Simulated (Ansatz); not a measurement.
Cost and result for the atomization energy of C₂H₅NS (`N=CCS`) (9 atoms, 8 bonds).

Z-matrix (Å, degrees):
```
C
C 1 1.492
S 1 1.816 2 111.7
H 1 1.090 2 109.2 3 117.5
H 1 1.092 2 111.4 3 -122.4
N 2 1.262 1 120.9 3 -118.8
H 2 1.098 1 115.4 3 60.4
H 3 1.343 1 97.0 2 -75.2
H 6 1.019 2 111.1 1 179.4
```

Total charge 0; spin multiplicity 1. Geometry: relaxed with PBE0-D4/def2-TZVP. It is one conformer, not always the lowest. Program: Ansatz. All runs use 2 threads of an Arm Neoverse V1 on a shared host. Times are those of one run each, without the atoms' runs, and a repeat can differ threefold. Electronic energies, without spin–orbit coupling; frozen cores. CCSD(T)/CBS adds CCSD(T) − MP2 in def2-TZVPP to the MP2 limit, and its time is that of the two runs behind it. T1 = 0.012. B3LYP takes the VWN-RPA correlation (the form of Gaussian; ORCA's B3LYP/G).

CCSD(T)/CBS is a level of theory with its own doubt, some kJ/mol a heavy atom from the limit and from the frozen cores, so smaller differences don't rank the functionals.

| level | functions | wall time |
| --- | --- | --- |
| LDA (SPW92)/def2-TZVPP | 205 | 1.4 s |
| revPBE-D4/def2-TZVPP | 205 | 2.2 s |
| BLYP-D4/def2-TZVPP | 205 | 2.4 s |
| PBE-D4/def2-TZVPP (with forces) | 205 | 2.8 s |
| CCSD(T)/def2-SVP | 85 | 3.2 s |
| B3LYP-D4/def2-TZVPP (with forces) | 205 | 6 s |
| B2PLYP/def2-TZVPP | 205 | 7.5 s |
| ωB97X-V/def2-TZVPP | 205 | 10 s |
| B97M-V/def2-TZVPP | 205 | 11 s |
| ωB97M-V/def2-TZVPP (with forces) | 205 | 14 s |
| MP2/def2-QZVPP | 391 | 28 s |
| CCSD(T)/def2-TZVPP | 205 | 81 s |
| CCSD(T)/CBS(def2) | – | 110 s |

Q: What atomization energy does each give, and how far from CCSD(T)/CBS? (An estimate is asked.)

A: Ansatz gave: 
```csv
level,atomization (kJ/mol),difference from CCSD(T)/CBS,per bond
LDA (SPW92)/def2-TZVPP,3857.3,531.3,66.4
revPBE-D4/def2-TZVPP,3348.7,22.7,2.8
BLYP-D4/def2-TZVPP,3350.8,24.8,3.1
PBE-D4/def2-TZVPP (with forces),3434.3,108.3,13.5
CCSD(T)/def2-SVP,3132.7,-193.3,-24.2
B3LYP-D4/def2-TZVPP (with forces),3340.0,14.0,1.7
B2PLYP/def2-TZVPP,3296.4,-29.6,-3.7
ωB97X-V/def2-TZVPP,3343.4,17.4,2.2
B97M-V/def2-TZVPP,3341.4,15.4,1.9
ωB97M-V/def2-TZVPP (with forces),3350.0,24.0,3.0
MP2/def2-QZVPP,3334.1,8.1,1.0
CCSD(T)/def2-TZVPP,3229.7,-96.3,-12.0
CCSD(T)/CBS(def2),3326.0,0.0,0.0
```

The D4 term adds +25.7 kJ/mol with B3LYP and +13.4 kJ/mol with PBE0; it sums over pairs of atoms, weighted by their polarisabilities, and B3LYP, whose exchange is more repulsive, gets the larger term. From PBE to PBE0 (25 % exact exchange), in def2-TZVPP and without D4, the atomization energy moves by −78.7 kJ/mol: exact exchange takes away binding that semilocal exchange gives to molecules. At CCSD(T), def2-SVP lies −193.3 kJ/mol from the extrapolated value and def2-TZVPP −96.3 kJ/mol: correlation converges slowly with the basis, and small sets miss more of it in the bonded molecule than in its fragments.
